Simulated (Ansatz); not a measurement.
Consider vertical spin-state energies of CHNO, SMILES N#CO (Ansatz 0.2.0, Python API).

The script, `spin_chno.py`:
```python
"""Gap between spin states of CHNO at one geometry."""

import warnings

import ansatz as az

GEOMETRY = """
N    -1.31030   -0.21160    0.88600
C    -0.45690    0.11040    0.20900
O     0.56410    0.40110   -0.55750
H     1.25870   -0.36030   -0.55780
"""


def main() -> None:
    warnings.simplefilter("ignore", az.DeckWarning)

    mol = az.Crystal.molecule()
    for line in GEOMETRY.strip().splitlines():
        symbol, *xyz = line.split()
        mol = mol.atom(symbol, [float(v) for v in xyz])

    setup = mol.calculation().basis(gaussian="pcseg-2").functional("pbe0", dispersion="d4").accuracy("high")
    found = {}
    for unpaired in [0, 2]:
        data = setup.spin("collinear", total=unpaired).run(threads=1).report
        s = unpaired / 2
        found[unpaired] = data["free_energy_ev"]
        print(f"2S+1 = {unpaired + 1}: E = {found[unpaired]:.5f} eV, <S^2> = {abs(data['mean_field']['state']['spin_squared']):.3f} (pure state {s * (s + 1):.2f})")
    lowest = min(found, key=found.get)
    for unpaired, e in found.items():
        print(f"multiplicity {unpaired + 1}: {96.485332 * (e - found[lowest]):.1f} kJ/mol above the lowest")


if __name__ == "__main__":
    main()
```

Which spin state is lowest at this geometry, and how far above lie the others?

In order: multiplicity 1 (+0.00 eV) and multiplicity 3 (+6.16 eV), all at the one geometry.

What the script printed:

```console
$ python spin_chno.py
2S+1 = 1: E = -4585.53775 eV, <S^2> = 0.000 (pure state 0.00)
2S+1 = 3: E = -4579.37330 eV, <S^2> = 2.014 (pure state 2.00)
multiplicity 1: 0.0 kJ/mol above the lowest
multiplicity 3: 594.8 kJ/mol above the lowest
```

Caveats:
- The settings weren't tested for convergence.
- The geometry is a force-field or estimated start, not a minimum of this method, and the basis set is short of its limit. All parts are taken at fixed geometry, without zero-point energy.
- Wall time of the script: 20 s on 1 thread of Arm Neoverse V1, with other jobs on the host, peak memory 0.37 GiB.

(Lines on the test bed's own set-up are left out of the output.)
